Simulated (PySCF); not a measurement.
The vertical singlet excitations below were computed for one of the candidates. Theory: TDDFT wB97X-D/def2-SVPD, vertical, gas phase, core orbitals frozen in the response in PySCF 2.14.0, density-fitted response routines. Geometries: PBE0-D3(BJ)/def2-SVP, one conformer each.

| state | E (eV) | f | main configurations (H = HOMO, L = LUMO) |
| --- | --- | --- | --- |
| S1 | 5.62 | 0.123 | H→L (96%) |
| S2 | 5.90 | 0.086 | H-1→L (85%), H→L+5 (10%) |
| S3 | 6.14 | 0.0009 | H→L+1 (69%), H→L+2 (10%), H→L+4 (8%) |
| S4 | 6.44 | 0.0001 | H-1→L+1 (62%), H-1→L+2 (13%), H-1→L+4 (11%) |
| S5 | 6.68 | 0.0023 | H→L+2 (69%), H→L+3 (13%), H→L+1 (10%) |
| S6 | 7.20 | 0.0005 | H-1→L+2 (60%), H→L+4 (13%), H-1→L+1 (11%) |
| S7 | 7.29 | 0.012 | H→L+3 (35%), H→L+4 (14%), H→L+6 (13%) |
| S8 | 7.51 | 0.139 | H→L+5 (38%), H→L+4 (28%) |
| S9 | 7.54 | 0.169 | H→L+5 (36%), H→L+4 (20%) |
| S10 | 7.70 | 0.0063 | H-2→L (57%), H-1→L+3 (20%) |

Triplets computed (Tamm–Dancoff): 3.72, 4.70, 5.82, 5.90 eV.

Problem. Which candidate is it?
A. `FCC=C=S`
B. `Cc1cccs1`
C. `C=C1C=CC1=C`

Solution. B. Its S1, at 5.62 eV, is the highest among the candidates; the nearest of the others has S1 at 5.08 eV. S1 is HOMO→LUMO (96%). Löwdin shares by element: HOMO carbon 81% or more (atoms not listed hold the other 19%); LUMO carbon 53% or more, sulfur 23% (atoms not listed hold the other 24%). At the same level the other candidates give, for their lowest levels:
- `C=C1C=CC1=C`: 5.08 eV (f 0.114); 5.24 eV (f 0.000); 6.37 eV (f 0.494); 6.40 eV (f 0.534); 6.93 eV (f 0.000); T1 3.12 eV; HOMO -8.50, LUMO 0.72 eV
- `FCC=C=S`: 2.48 eV (f 0.000); 5.46 eV (f 0.023); 6.00 eV (f 0.000); 6.38 eV (f 0.013); 6.94 eV (f 0.939); T1 2.19 eV; HOMO -8.63, LUMO -0.77 eV
